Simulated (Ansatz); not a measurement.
For 1T (CdI2-type) TiTe2, PBEsol in Ansatz (plane waves, PAW) gives:

| Quantity | Result |
|---|---|
| lattice parameter a | 3.696 Å |
| lattice parameter c | 6.444 Å |

Q: What does r²SCAN-D4 (plane waves, PAW; Ansatz, a first-principles code) give for the same quantities?

A: 
- lattice constant a: 3.792 Å (goes up by 2.6 %)
- lattice parameter c: 6.654 Å (goes up by 3.3 %)

Changes are worked out from the printed values.

Unless a cell is named, each level is at its own relaxed cell (PBEsol 25.41, r²SCAN-D4 27.61 Å³/atom).

Caveats: the cell comes from a level without a dispersion term, which matters for the spacing of layers, chains or molecules (PBEsol). Ansatz's density-functional and Hartree–Fock values are scalar-relativistic unless marked +SOC, with PAW data made under PBE.
